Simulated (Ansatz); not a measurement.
Rutile SnO₂, treated with revPBE in Ansatz (PAW).

Run with plane-wave cutoff 520 eV, 8×8×10 k mesh (along the axes of the cell as run), Fermi–Dirac smearing 0.01 eV, scalar-relativistic PAW data made under PBE.

On both sides of the equilibrium volume: at 12.541 Å³/atom the pressure is 3.34 GPa and the direct gap at Γ 0.770 eV; at 13.053 Å³/atom they are -2.90 GPa and 0.423 eV. The fitted bulk modulus is 155 GPa.

### Question
Work out the volume deformation potential of this gap and its pressure coefficient, in two ways.

### Answer
a_V = dE_g/d ln V = (0.423 − 0.770)/ln(13.053/12.541) = -8.67 eV. Since dP = −B d ln V, dE_g/dP = −a_V/B = 56 meV/GPa. Straight from the pressures: (0.770 − 0.423)/(3.34 − (-2.90)) = 56 meV/GPa. At this level and over this range the gap at Γ widens under pressure.

Spin–orbit coupling is not included.

Note: the bulk modulus comes from volumes at which shape and atoms were relaxed.

Ansatz is a first-principles code.
